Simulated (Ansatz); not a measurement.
**Pulling the pair apart**

The pair of OH⁻ (SMILES [OH-], atoms 1–2) and CO (SMILES [C-]#[O+], atoms 3–4), both closed shells, in one local arrangement (a lower one may exist), relaxed at PBE0-D4/def2-TZVPD:

```
4
angstrom
O 0.5258 -0.1781 -0.7449
H -0.3654 0.1229 -1.0260
C 0.4643 -0.1565 0.6745
O -0.6247 0.2118 1.0963
```

CO is shifted rigidly along the line between the mean atom positions of the two fragments (negative: closer). Counterpoise interaction energies in kcal/mol. Program: Ansatz 0.2.0. Basis: def2-TZVPPD. Cores are frozen in the correlated methods. B3LYP uses VWN-RPA correlation.

```csv
shift (Å),B3LYP-D4,PBE-D4,PBE0-D4
-0.14,-26.24,-28.40,-33.52
-0.07,-31.81,-34.28,-38.58
0.00,-33.64,-36.37,-39.85
0.07,-33.43,-36.38,-39.06
0.17,-31.65,-34.86,-36.45
0.36,-27.65,-31.09,-30.97
0.71,-21.18,-24.45,-22.51
1.42,-11.23,-13.98,-11.20
```

What does CCSD(T) give at these shifts? (Judge from chemistry; the value comes from the calculation.)

Computed: -15.01, -21.53, -24.08, -24.41, -23.15, -19.65, -14.10, -6.87 kcal/mol. For zero shift, CCSD(T) at an estimated basis limit (MP2 extrapolated from triple and quadruple zeta, plus CCSD(T) − MP2 in triple zeta) gives -28.32 kcal/mol. These are counterpoise interaction energies, counted from the two frozen fragments.

The T1 diagnostic stays at or below 0.026.

For scale, one of the runs: CCSD(T)/def2-TZVPPD, 134 basis functions, launched by `ansatz run in.yaml --threads 2 --pin off --events-out ev --progress --plain --max-ram 5222MiB`. Time: 10 s of wall clock on 2 CPU threads of an Arm Neoverse V1; the host was shared. Peak host memory: 0.74 GiB.
